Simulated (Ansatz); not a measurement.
How far each method lies from full CI for HAl–BeH, doublet

Geometry: a point of a stretch scan, not a stationary point.

```xyz
4

Al    0.0000   -0.0944    0.6047
Be    0.0000    0.1384   -1.7025
H     0.0000    1.2599    2.0765
H     0.0000    0.0289   -3.0428
```

Basis 6-31G; Ansatz 0.2.0. Correlated methods freeze the noble-gas cores, which leaves 7 electrons in 20 orbitals. Prefix R: restricted or restricted open-shell reference; prefix U: unrestricted. Active spaces: valence = (7e, 10o) chosen from the atoms' valence shells; pair = (3e, 3o) about the gap.

Full CI is exact within this basis and frozen core; it isn't the basis-set limit. The frozen core follows each run's orbitals, which can shift R against U totals by a few meV.

For open shells CISD is restricted-active-space CI with the open shells as a complete middle space.

* UHF ⟨S²⟩: 0.764
* T1 diagnostic (RCCSD): 0.0313
* largest doubles amplitude (RCCSD): 0.069
* T1 diagnostic (UCCSD): 0.0229

```json
{"level": "RHF", "E − E(full CI) (mEh)": "78.85", "share of correlation (%)": "0.00", "wall time": "–"}
{"level": "UHF", "E − E(full CI) (mEh)": "77.15", "share of correlation (%)": "2.16", "wall time": "–"}
{"level": "RMP2", "E − E(full CI) (mEh)": "27.64", "share of correlation (%)": "64.95", "wall time": "–"}
{"level": "UMP2", "E − E(full CI) (mEh)": "27.23", "share of correlation (%)": "65.46", "wall time": "–"}
{"level": "CISD", "E − E(full CI) (mEh)": "6.08", "share of correlation (%)": "92.29", "wall time": "0.45 s"}
{"level": "RCCSD", "E − E(full CI) (mEh)": "2.45", "share of correlation (%)": "96.89", "wall time": "–"}
{"level": "UCCSD", "E − E(full CI) (mEh)": "2.40", "share of correlation (%)": "96.96", "wall time": "–"}
{"level": "RCCSD(T)", "E − E(full CI) (mEh)": "0.92", "share of correlation (%)": "98.83", "wall time": "0.75 s"}
{"level": "UCCSD(T)", "E − E(full CI) (mEh)": "0.91", "share of correlation (%)": "98.85", "wall time": "0.87 s"}
{"level": "BCCD(T)", "E − E(full CI) (mEh)": "0.89", "share of correlation (%)": "98.87", "wall time": "0.87 s"}
{"level": "RCCSDT", "E − E(full CI) (mEh)": "0.11", "share of correlation (%)": "99.87", "wall time": "–"}
{"level": "UCCSDT", "E − E(full CI) (mEh)": "0.10", "share of correlation (%)": "99.87", "wall time": "–"}
{"level": "RCCSDT(Q)", "E − E(full CI) (mEh)": "0.03", "share of correlation (%)": "99.96", "wall time": "2.4 s"}
{"level": "UCCSDT(Q)", "E − E(full CI) (mEh)": "0.03", "share of correlation (%)": "99.96", "wall time": "2.4 s"}
{"level": "RCCSDTQ", "E − E(full CI) (mEh)": "0.00", "share of correlation (%)": "100.00", "wall time": "20 s"}
{"level": "CASSCF (pair space)", "E − E(full CI) (mEh)": "57.44", "share of correlation (%)": "27.15", "wall time": "–"}
{"level": "NEVPT2 (pair space)", "E − E(full CI) (mEh)": "19.86", "share of correlation (%)": "74.81", "wall time": "0.54 s"}
{"level": "CASSCF (valence space)", "E − E(full CI) (mEh)": "15.80", "share of correlation (%)": "79.95", "wall time": "–"}
{"level": "NEVPT2 (valence space)", "E − E(full CI) (mEh)": "5.29", "share of correlation (%)": "93.29", "wall time": "2.9 s"}
{"level": "MRCISD (valence space)", "E − E(full CI) (mEh)": "0.41", "share of correlation (%)": "99.48", "wall time": "–"}
{"level": "MRCISD+Q (valence space)", "E − E(full CI) (mEh)": "0.18", "share of correlation (%)": "99.77", "wall time": "6 s"}
```

The correlation energy at full CI, counted from RHF, is -2.146 eV. That run took 20 s on 1 thread of Intel Xeon, shared host over 2,782,032 determinants.

Times hold each run's SCF and search for its determinant on a shared host, so for small cases they say little of a method's own cost; they ran on 1 thread of Intel Xeon.

The full-CI state has the irrep A' of Cs, in the program's axes.

Natural occupations of full CI about the gap: 1.965 1.944 1.918 0.989 0.069 0.025 0.025 0.018 0.014 0.010; effectively unpaired electrons, Σ n²(2−n)², 1.07.
